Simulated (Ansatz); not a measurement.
A made-up structure of Si₂NH₆ (charge -1), singlet:

Si1  (-0.678, 1.052, -0.911)
N2  (0.539, 0.135, -0.296)
Si3  (0.803, -1.021, 0.842)
H4  (1.315, -0.053, -0.929)
H5  (-0.223, 1.996, -2.002)
H6  (-1.403, 1.982, 0.049)
H7  (2.248, -1.462, 0.922)
H8  (0.064, -2.340, 0.679)
H9  (0.487, -0.662, 2.286)
(Å)

It is relaxed with PBE-D4/def2-SVPD and then PBE0-D4/def2-TZVPD (Ansatz 0.2.0). Atoms count as bonded within 1.22 times the sum of their covalent radii (H–H: 0.88 Å). The end point is not checked to be a true minimum.

**Question.** Does its bonding change? (Judge from chemistry; the calculation decides.)

**Answer.** By the calculation: No: no bond forms or breaks.

Where it ends: The first stage lowers the energy by 1.69 eV in 16 steps. It ends as Si₂NH₆ ([SiH2][NH][SiH3]), total charge -1:
| atom | x (Å) | y (Å) | z (Å) |
| --- | --- | --- | --- |
| Si1 | -0.9482 | 0.9872 | -0.5647 |
| N2 | 0.6806 | 0.2537 | -0.1807 |
| Si3 | 0.7737 | -1.1073 | 0.8144 |
| H4 | 1.5424 | 0.6385 | -0.5391 |
| H5 | -0.8080 | 1.1489 | -2.0950 |
| H6 | -0.6390 | 2.4744 | -0.2817 |
| H7 | 2.2201 | -1.5070 | 0.9727 |
| H8 | 0.0749 | -2.3325 | 0.3049 |
| H9 | 0.2551 | -0.9293 | 2.2104 |

Labels in which every atom is bracketed show which atoms are joined, not bond orders.

For scale, one of the runs: PBE0-D4/def2-TZVPD relaxation, 177 basis functions, launched by `ansatz run in.yaml --threads 2 --pin off --events-out ev --progress --plain --max-ram 4352MiB`. The run took about 61 s on 2 CPU threads of an Arm Neoverse V2 (shared host).
